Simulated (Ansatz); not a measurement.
Litharge SnO, treated with PBEsol+SOC (Ansatz, a quantum-chemistry and plane-wave program, plane waves, PAW).

Run with plane-wave cutoff 520 eV, 10×10×8 k mesh (along the axes of the cell as run), Fermi–Dirac smearing 0.01 eV, PAW data made under PBE.

Computed at the level's own relaxed cell.

Task: What does this level give for the volume per atom, bulk modulus B0, lattice parameter a and lattice parameter c?

Result: 
- volume per atom = 17.17 Å³/atom
- bulk modulus B0 = 32.4 GPa
- lattice parameter a = 3.804 Å
- lattice parameter c = 4.748 Å

The run finds no gap.

Measured, for comparison: bulk modulus 35 ± 1 GPa (temperature not stated, no zero-point or thermal correction, equation of state from high-pressure X-ray diffraction; as tabulated in Giefers, Porsch, Wortmann, Structural study of SnO at high pressure …); lattice constant a 3.801 Å, lattice parameter c 4.835 Å (temperature not stated, no zero-point or thermal correction; as tabulated in Electronic properties of the Sn1−xPbxO alloy and band alignment of the SnO/PbO …). Computed (rounded) less measured: bulk modulus -7 %, lattice constant a +0.1 %, lattice parameter c -1.8 %. A static lattice is as a rule a little smaller and stiffer than an uncorrected measurement, which narrows the difference in the lattice parameter c and would widen misses of the other sign.

Note: the cell comes from a level without a dispersion term, which matters for the spacing of layers, chains or molecules; the gap of the solid is closed in this run; this level leaves the solid without a gap, although one is measured; the bulk modulus comes from volumes at which shape and atoms were relaxed.

The computed numbers hold no vibrational or temperature effects.

It cost about 40 core-minutes (a rough figure) of CPU time.
